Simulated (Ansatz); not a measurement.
**Basis or method: vertical ionisation to the singlet of HBCl**

HBCl, doublet; coordinates (Å): B 0.000 -0.186 1.255; Cl 0.000 0.036 -0.441; H 0.000 0.714 2.039. Quantity: vertical ionisation to the singlet.

Ansatz 0.2.0, basis 6-31G or cc-pVDZ or cc-pVTZ; geometries are PBE0/def2-TZVP minima. Wave-function levels freeze the cores; HF, MP2 and coupled cluster are restricted for singlets and unrestricted otherwise, Kohn–Sham unrestricted where that lies lower. The reference is CCSDT(Q) or CCSDTQ or full CI (coupled cluster only where its series has nearly closed). Semilocal and hybrid functionals correlate all electrons outside any core potential and usually lie nearer their basis limit than the reference, so part of their error here is the reference's basis and frozen-core error; RPA and the MP2 part of double hybrids freeze the same cores as the reference. None of these values is a measured one. Energies are electronic, without zero-point terms. No spin–orbit coupling and no scalar relativity. The species are chosen: bound, without strong static correlation by their natural occupations or amplitudes, in their lowest spin state as far as vertical gaps and like structures tell, with only the lowest ion state computed, and with a ladder that closes on the reference, so errors are smaller than for species at large; levels whose determinant breaks symmetry or spin markedly are left out.

| level | 6-31G (eV) | cc-pVDZ (eV) | cc-pVTZ (eV) |
| --- | --- | --- | --- |
| reference | 8.292 (full CI) | 8.402 (CCSDTQ) | 8.579 (CCSDT(Q)) |
| HF | 8.863 | 8.602 | 8.586 |
| MP2 | 8.374 | 8.461 | 8.594 |
| CCSD | 8.388 | 8.498 | 8.656 |
| CCSD(T) | 8.297 | 8.411 | 8.590 |
| CCSDT | 8.284 | 8.405 | 8.589 |
| PBE | 8.698 | 8.627 | 8.657 |
| RPA-PBE | 8.217 | 8.492 | 8.806 |

From 6-31G to cc-pVTZ the reference moves by 0.287 eV and PBE by -0.041 (over all sets PBE spans 0.070); the step from CCSD(T) to the reference is -0.005 in the first and -0.011 in the last.
